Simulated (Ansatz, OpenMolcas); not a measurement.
## How methods differ on BF (SMILES [B]F)

The species is BF (2 atoms), meant as a singlet with charge 0. SMILES: `[B]F`. The shape is that of a PBE0-D4/def2-TZVP optimisation.

```
atom   x (Å)   y (Å)    z (Å)
   B  0.0000  0.0000  -0.0094
   F  0.0000  0.0000   1.2537
```

Quantity: the energy change with the B1–F2 bond stretched from 1.263 to 2.489 Å, in eV. The values are calculated.

```csv
level,kind,program,value (eV),CPU time (all runs)
wB97M-V/STO-3G (restricted),range-separated hybrid,Ansatz,8.81,9 s
"MRCI(2,2)/STO-3G",multireference,OpenMolcas,6.61,2.8 s
"SC-NEVPT2(2,2)/STO-3G",multireference,OpenMolcas,6.85,2.7 s
ACPF/STO-3G (restricted),coupled cluster or CI,OpenMolcas,4.74,2.9 s
BCCD(T)/STO-3G (restricted),coupled cluster or CI,Ansatz,?,0.37 s
CCSDT(Q)/STO-3G (restricted),coupled cluster or CI,Ansatz,6.65,0.76 s
CCSDT/STO-3G (restricted),coupled cluster or CI,Ansatz,?,0.54 s
FCI/STO-3G,exact in the basis,Ansatz,6.68,0.33 s
```

(1) Estimate what the levels marked ? give.

## Answers

(1) As computed at these levels: BCCD(T)/STO-3G (restricted): 6.78 eV; CCSDT/STO-3G (restricted): 6.73 eV. The first shape isn't each level's own minimum. The values span 4.74 to 8.81 eV. All rows use very small basis sets, so even the best lies far from the true value. CPU times are rough (shared hosts, several kinds of processor): they show what a rung costs within a factor of a few.
